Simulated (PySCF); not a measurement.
Atomic charges against the basis set

Species: CH4O.
Bonds: C1–O2. Hydrogens: H3, H4, H5 on C1; H6 on O2.

PBE0 throughout (PySCF), one geometry, spherical d and f functions. Geometry: PBE0-D3(BJ)/def2-SVP; no solvent, vibrations or thermal averaging. Atoms taken as equivalent share a column and are averaged.

Mulliken charges (e):

| basis | functions | C1 | O2 | H3/H4/H5 | H6 |
| --- | --- | --- | --- | --- | --- |
| STO-3G | 14 | -0.136 | -0.286 | +0.073 | +0.203 |
| 6-31G | 26 | -0.244 | -0.616 | +0.162 | +0.375 |
| pcSseg-0 | 26 | -0.320 | -0.678 | +0.210 | +0.368 |
| 6-31G* | 36 | -0.263 | -0.637 | +0.161 | +0.417 |
| def2-SVP | 48 | +0.081 | -0.346 | +0.031 | +0.172 |
| cc-pVDZ | 48 | +0.037 | -0.283 | +0.034 | +0.145 |
| pcSseg-1 | 54 | -0.063 | -0.457 | +0.098 | +0.226 |
| 6-311+G(2d,p) | 78 | -0.230 | -0.418 | +0.127 | +0.267 |
| aug-cc-pVDZ | 82 | +0.875 | -0.431 | -0.184 | +0.109 |
| def2-TZVP | 86 | -0.197 | -0.452 | +0.113 | +0.310 |
| IGLO-III | 110 | -0.198 | -0.436 | +0.116 | +0.286 |
| cc-pVTZ | 116 | -0.073 | -0.329 | +0.066 | +0.203 |
| pcSseg-3 | 276 | -0.040 | -0.444 | +0.069 | +0.276 |

IAO charges (e):

```tsv
basis	functions	C1	O2	H3/H4/H5	H6
STO-3G	14	-0.267	-0.341	+0.121	+0.244
6-31G	26	-0.238	-0.520	+0.138	+0.345
pcSseg-0	26	-0.224	-0.501	+0.132	+0.330
6-31G*	36	-0.194	-0.529	+0.126	+0.345
def2-SVP	48	-0.183	-0.525	+0.122	+0.344
cc-pVDZ	48	-0.191	-0.528	+0.124	+0.347
pcSseg-1	54	-0.192	-0.539	+0.127	+0.349
6-311+G(2d,p)	78	-0.202	-0.561	+0.133	+0.363
aug-cc-pVDZ	82	-0.200	-0.561	+0.133	+0.363
def2-TZVP	86	-0.199	-0.556	+0.131	+0.360
IGLO-III	110	-0.202	-0.562	+0.133	+0.364
cc-pVTZ	116	-0.201	-0.553	+0.131	+0.360
pcSseg-3	276	-0.201	-0.563	+0.133	+0.364
```

Some averages cover members that differ in this geometry, most widely: H3/H4/H5, Mulliken in aug-cc-pVDZ -0.228 to -0.161; H3/H4/H5, Mulliken in cc-pVTZ +0.051 to +0.095; H3/H4/H5, Mulliken in 6-31G +0.148 to +0.189; H3/H4/H5, IAO in 6-31G +0.125 to +0.165 e.

Which scheme is steadiest as the basis changes?

Largest range over the bases for any column: IAO 0.22 e, Mulliken 1.19 e. IAO charges move least and Mulliken charges most, counted in e. Without the minimal STO-3G basis the ranges are IAO 0.06, Mulliken 1.19 e.

How much do the charges still move between the two largest bases, cc-pVTZ and pcSseg-3?

At most, over all atoms: Mulliken 0.115 e, IAO 0.011 e.

What do the same runs give for the total energy, the frontier levels and the dipole moment?

```csv
basis,energy (Eh),HOMO (eV),LUMO (eV),μ (D)
STO-3G,-114.0589,-4.20,9.72,1.38
6-31G,-115.5412,-7.51,2.34,2.05
pcSseg-0,-115.2972,-7.44,2.09,2.10
6-31G*,-115.5772,-7.51,2.56,1.67
def2-SVP,-115.4987,-7.58,1.85,1.64
cc-pVDZ,-115.5903,-7.50,1.95,1.54
pcSseg-1,-115.5748,-7.75,1.48,1.73
"6-311+G(2d,p)",-115.6284,-7.96,0.26,1.71
aug-cc-pVDZ,-115.6068,-7.95,-0.11,1.60
def2-TZVP,-115.6370,-7.88,1.09,1.65
IGLO-III,-115.6421,-7.93,0.63,1.62
cc-pVTZ,-115.6334,-7.81,1.20,1.56
pcSseg-3,-115.6480,-7.98,0.19,1.60
```

The dipole is fixed by the density alone, so its range of 0.72 D shows that the density itself changes with the basis, not only its division among atoms.
